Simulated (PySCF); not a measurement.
## NaAl: energy against distance

Set-up: basis Na def2-TZVP, Al def2-TZVP; no relativity; PySCF 2.14. Energies in eV from Na + Al in their ground configurations at the same level. State: ¹Σ⁺ (singlet), closed shell.

All columns are PBE0. A positive dipole means Na(−)Al(+).

```csv
R (Å),E (eV),μ (D),Mulliken charge on Na (basis-dependent),HOMO (eV),LUMO (eV),Mayer bond order,⟨S²⟩
2.711,-0.479,-2.73,0.16,-3.59,-1.85,1.05,0.00
2.837,-0.603,-2.71,0.13,-3.58,-1.80,1.04,0.00
2.963,-0.674,-2.67,0.11,-3.57,-1.76,1.03,0.00
3.057,-0.700,-2.63,0.11,-3.56,-1.74,1.03,0.00
3.152,-0.707,-2.58,0.10,-3.55,-1.73,1.02,0.00
3.247,-0.700,-2.52,0.09,-3.53,-1.72,1.02,0.00
3.373,-0.672,-2.43,0.08,-3.51,-1.71,1.01,0.00
3.530,-0.617,-2.32,0.07,-3.48,-1.71,1.01,0.00
3.719,-0.531,-2.17,0.05,-3.45,-1.72,1.01,0.00
3.971,-0.397,-1.97,0.03,-3.40,-1.74,1.01,0.00
```

A fit through these points gives, at Re = 3.149 Å, μ = -2.58 D and dμ/dR = 0.587 D/Å; the reduced mass is 12.41 u.

**Question.** How strong is the fundamental in the double-harmonic approximation, I = 42.26·(dμ/dR)²/μred km/mol?

**Answer.** I = 42.26·(0.587)²/12.41 = 1.17 km/mol at PBE0.

Closed-shell solutions of metal pairs were not tested for spin polarisation, which can lower them a little.
